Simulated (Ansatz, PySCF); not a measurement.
Species: CF3, charge 0, multiplicity 2. SMILES: [C](F)(F)F
Structure (B3LYP-D3(BJ)/def2-TZVP (Ansatz, an electronic-structure program) minimum search):
```xyz
4

C      0.0017    -0.0026     0.3251
F     -0.0171     1.2604    -0.0619
F      1.0990    -0.6148    -0.0830
F     -1.0831    -0.6438    -0.0717
```
Charge 0, spin multiplicity 2.

Quantity: atomisation energy, in kcal/mol. Conventions: valence correlation only; non-relativistic; open shells spin-unrestricted; atomisation electronic, to ground-state atoms; 6-311+G** with 5d; no dispersion term unless named; no spin-orbit coupling; 6-31G* and kin with 6d, 5d where marked. CBS marks a two-point X^-3 extrapolation of the correlation energy; Hartree-Fock from the larger set. The bracket is a focal-point correction in the basis named. Ab initio and DFT rows: single points at B3LYP-D3(BJ) geometries (Ansatz).

Coupled cluster (Ansatz) is a level with limits of its own, used here on species with T1 under 0.025 (0.045 for open shells) and stable references: RI-MP2/CBS(aug-cc-pVTZ,aug-cc-pVQZ)+[CCSD(T)-MP2]/aug-cc-pVTZ.

Value to compare with, RI-MP2/CBS(aug-cc-pVTZ,aug-cc-pVQZ)+[CCSD(T)-MP2]/aug-cc-pVTZ (Ansatz): 345.3 kcal/mol.

| level | program | atomisation energy (kcal/mol) | difference |
|---|---|---|---|
| PBE/6-31G* | Ansatz | 381.6 | 36.3 |
| BLYP/6-31G* | Ansatz | 362.9 | 17.6 |
| BP86/def2-SVP | PySCF | 379.1 | 33.8 |
| B3LYP/6-31G | Ansatz | 299.6 | -45.7 |
| B3LYP/6-31G* | Ansatz | 350.2 | 4.9 |
| MP2/STO-3G | Ansatz | 249.8 | -95.5 |
| MP2/3-21G | Ansatz | 288.9 | -56.4 |
| MP2/6-311+G** | Ansatz | 334.8 | -10.5 |
| B3PW91/6-31G* (5d) | PySCF | 354.1 | 8.8 |
| PBE/def2-TZVPD | Ansatz | 371.4 | 26.1 |
| PBE0/def2-TZVPD | Ansatz | 350.2 | 4.9 |
| wB97X-V/def2-TZVPD | Ansatz | 347.7 | 2.4 |

Among the 9 habitual levels, MP2/STO-3G lies farthest from RI-MP2/CBS(aug-cc-pVTZ,aug-cc-pVQZ)+[CCSD(T)-MP2]/aug-cc-pVTZ (Ansatz) (-95.5 kcal/mol) and B3LYP/6-31G* nearest (4.9); 5 of 9 lie above it, and their mean absolute difference is 34.4 kcal/mol, the median 33.8. One case shows no general order.

The levels are drawn from those run, B3LYP/6-31G* more often than the rest, none by its result; runs whose electronic state is in doubt are left out.
